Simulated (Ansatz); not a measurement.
A run for Ansatz (an electronic-structure program): R-CCSD(T)/aug-cc-pVTZ on C2H4 (SMILES C=C).

Ansatz 0.2 input:
```yaml
crystal:
  periodic: [false, false, false]
  atoms:
    - {symbol: C, position_ang: [0.00000000, -0.66757800, -2.12465900]}
    - {symbol: C, position_ang: [0.00000000, 0.66757800, -2.12465900]}
    - {symbol: H, position_ang: [0.92362100, -1.23225300, -2.12618500]}
    - {symbol: H, position_ang: [-0.92362100, -1.23225300, -2.12618500]}
    - {symbol: H, position_ang: [-0.92362100, 1.23225300, -2.12618500]}
    - {symbol: H, position_ang: [0.92362100, 1.23225300, -2.12618500]}
basis:
  gaussian:
    orbitals: aug-cc-pVTZ
magnetization: {spin_polarized: false}
correlation: {method: ccsd_t, electrons: outside_noble_gas}
scf: {lower_state_search: off}
```

The head of its log:

```
WARN ansatz: RAYON_NUM_THREADS=2 ignored (pool sized by the plan → 2); use --threads N
Functional definition: HF
these checks for a lower state are left out or cut short: stability, starts, cluster_reference, orbital_swaps, neighbouring_geometries, increment
integrals: 0.65 GiB planned
1034 factors; integrals over basis functions are off by at most 7.5e-4 eV
mean field: 0.40 GiB planned
mean field evaluation 1: about -2122.4045 eV, gradient 2.7e1 eV
mean field evaluation 2: about -2122.4058 eV, gradient 2.7e1 eV
mean field evaluation 4: about -2124.2293 eV, gradient 2.0e0 eV
mean field evaluation 8: about -2124.2443 eV, gradient 9.9e-5 eV
mean field -2124.24430199 eV, -78.0645382338 hartree, gradient 1.4e-6 eV, S^2 0.000000; 0 other end points of the search recorded, 0 dependent functions left out
2 core orbitals not correlated
reference -2124.24430199 eV, -78.0645382338 hartree; 6, 6 occupied and 176, 176 virtual orbitals, 1034 factors
```

Question: Predict the final total energy.

Answer: -78.4438 hartree (reference determinant -78.0645, T1 diagnostic 0.011).
